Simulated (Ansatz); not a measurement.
Enthalpy of formation (eV/atom) of solids drawn from the class of oxides, at two levels: PBE in Ansatz (PAW), and LDA in Ansatz (plane waves, PAW).

```tsv
solid	PBE	LDA
rock-salt MgO	-2.683	-3.054
anatase TiO₂ (metastable phase)	-3.048	-3.408
SiO₂ (P4₁2₁2, No. 92)	-2.782	?
rutile SnO₂	-1.626	-1.982
corundum (α-Al2O3)	-2.977	-3.422
stishovite (SiO2)	-2.586	?
cubic perovskite KTaO₃	-2.657	-3.020
rock-salt CaO	-2.946	-3.340
```

Problem. Estimate the withheld LDA values from the other rows.

Solution. One way: carry over the typical difference. The differences LDA − PBE of the other rows, in order: -0.445, -0.394, -0.371, -0.363, -0.360, -0.356; median -0.3670. SiO₂ (P4₁2₁2, No. 92): -2.782 + (-0.3670) = -3.149 eV/atom; the run gives -3.109 eV/atom. Stishovite (SiO2): -2.586 + (-0.3670) = -2.953 eV/atom; the run gives -3.118 eV/atom. The differences spread from -0.445 to -0.356. SiO₂ (P4₁2₁2, No. 92) lies outside that spread. Stishovite (SiO2) lies outside that spread.

Over all 8 rows LDA is the larger in 0.

Database compounds that came out metallic weren't drawn.

Spin–orbit coupling is left out, also for the solids with elements from indium on (rutile SnO2, cubic perovskite KTaO3); its size isn't shown.

The solid named is at each level's own relaxed cell; a reference phase can be a single point on another level's cell. Ansatz's density-functional and Hartree–Fock values are scalar-relativistic unless marked +SOC, with PAW data made under PBE.

Ansatz is a program for electronic structure.
